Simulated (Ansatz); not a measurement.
hcp Ti, treated with RPBE (PAW; Ansatz, a program for electronic structure).

Numerical settings: plane-wave cutoff 520 eV, 18×18×8 k mesh (along the axes of the cell as run), Fermi–Dirac smearing 0.1 eV, perturbation theory, no spin polarisation, scalar-relativistic PAW data made under PBE.

Computed at the level's own relaxed cell.

Harmonic phonon frequencies (cm⁻¹; i marks an imaginary mode):

```json
[
 {"q point": "Γ", "frequencies": "0 0 0 128 128 180"},
 {"q point": "M", "frequencies": "?"},
 {"q point": "K", "frequencies": "168 168 186 186 215 269"},
 {"q point": "A", "frequencies": "?"},
 {"q point": "L", "frequencies": "170 170 172 172 253 253"},
 {"q point": "H", "frequencies": "?"}
]
```

Complete the blanks.


- M, frequencies: 102 114 203 219 222 236
- A, frequencies: 93 93 93 93 184 184
- H, frequencies: 71 71 240 240 249 249

No imaginary mode appears at these points.
